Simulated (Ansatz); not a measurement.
Species: CHN, SMILES `C#N` with one electron removed (charge 1, multiplicity 2).

Q: Give a relaxed geometry from B3LYP-D3(BJ)/def2-TZVP (Ansatz, a quantum-chemistry and plane-wave program).

A: the end point of this relaxation (outside a Z-matrix the atoms follow the SMILES, hydrogens last).
Bonded distances (Å): C1–N2 1.207, C1–H3 1.093. Bond angles (°): N2–C1–H3 180.0.
